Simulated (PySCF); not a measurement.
Rock-salt MgO: MP2 at its full settings () and at cheaper ones, in a cell of 2 atoms.

```csv
level and setting,lattice parameter a (Å),bulk modulus B0 (GPa)
MP2 (PySCF),4.243,153
MP2/GTH-SZV (2×2×2 k mesh) (PySCF),4.250,188
MP2/STO-3G (Γ point alone) (PySCF),4.096,399
```

Largest shifts from the full settings: lattice constant a -3.46 % (MP2/STO-3G (Γ point alone)), against a difference of +1.29 % of the full result from the reference 4.189 Å (measured, static lattice: zero-point anharmonic expansion removed; as tabulated in Mejia-Rodriguez and Trickey (2018), arXiv:1807.09216); bulk modulus +161 % (MP2/STO-3G (Γ point alone)), against a difference of -10.0 % of the full result from the reference 170 GPa (measured, 0 K value with the zero-point phonon effect removed; as tabulated in Mejia-Rodriguez and Trickey (2018), arXiv:1807.09216).

Run with cheap settings on purpose, which may leave them unconverged: MP2/GTH-SZV (2×2×2 k mesh), MP2/STO-3G (Γ point alone).
